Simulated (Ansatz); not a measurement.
`C=C1C=C(F)S1`, relaxed with RKS PBE-D4/def2-SVP in Ansatz 0.2.0 from a rough embedded geometry. The force threshold is 0.03 eV/Å; the program also tests the step.

Total charge 0; spin multiplicity 1.

Start:

```xyz
9

C    -0.573   -0.144   -1.694
C    -0.016    0.115   -0.451
C    -0.217   -0.397    0.911
C     0.807    0.400    1.424
F     1.164    0.478    2.738
S     1.241    1.211    0.042
H    -0.246    0.396   -2.536
H    -1.327   -0.865   -1.727
H    -0.834   -1.194    1.293
```

Problem. How much energy does the relaxation release, and in how many steps? (Best estimate.)

Solution. Ansatz gave: 62.74 kJ/mol, in 7 steps, 1 of them rejected.

Problem. Which bonds change most? (Best estimate.)

Solution. Ansatz gave: C4–S6 from 1.661 to 1.795 Å; C2–S6 from 1.738 to 1.840 Å; C1–H8 from 1.043 to 1.101 Å; C4–F5 from 1.364 to 1.315 Å.

Problem. Give the relaxed structure. (Best estimate.)

Solution. Computed: 
```xyz
9

C    -0.562   -0.135   -1.657
C    -0.026    0.088   -0.447
C    -0.202   -0.432    0.912
C     0.748    0.367    1.474
F     1.205    0.508    2.698
S     1.296    1.277    0.026
H    -0.233    0.416   -2.549
H    -1.354   -0.891   -1.774
H    -0.873   -1.199    1.317
```
